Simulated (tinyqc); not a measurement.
Hueckel theory of the pi electrons, for the molecule C=CN (SMILES; centres numbered as the heavy atoms are written), step by step. One step of it, computed by the program tinyqc.

Question. Energy, charges, bond orders. E = sum n x; q_r = z_r - P_rr; bond order p = P_rs; free valence = sqrt(3) - sum of p over the bonds of the atom.

x values: 1.946637  0.682458  -1.129095

occupations: 2.000000  2.000000  0.000000

charge and bond-order matrix P, lower triangle:
```
           1C        2C        3N
1C   1.164192
2C   0.943706  0.934466
3N  -0.287158  0.324228  1.901341
```

Centres:
```
centre  z_r, pi electrons of the neutral centre         h
1C                                            1  0.000000
2C                                            1  0.000000
3N                                            2  1.500000
```

Bonds:
```
i  j         k
1  2         1
2  3  0.800000
```

Give: pi energy = 4 alpha + this times beta; pi charges; Bond orders and lengths from R = 1.517 - 0.180 p; free valence of the carbons; gap between the highest filled and the next level.

Answer.

pi energy = 4 alpha + this times beta = 5.2582

pi charges: 1C -0.1642, 2C 0.0655, 3N 0.0987

Bond orders and lengths from R = 1.517 - 0.180 p (angstrom, C-C alone):
```
bond       p       R
1-2   0.9437  1.3471
2-3   0.3242       -
```

free valence of the carbons: 1C 0.7883, 2C 0.4641

gap between the highest filled and the next level = 1.8116 |beta|
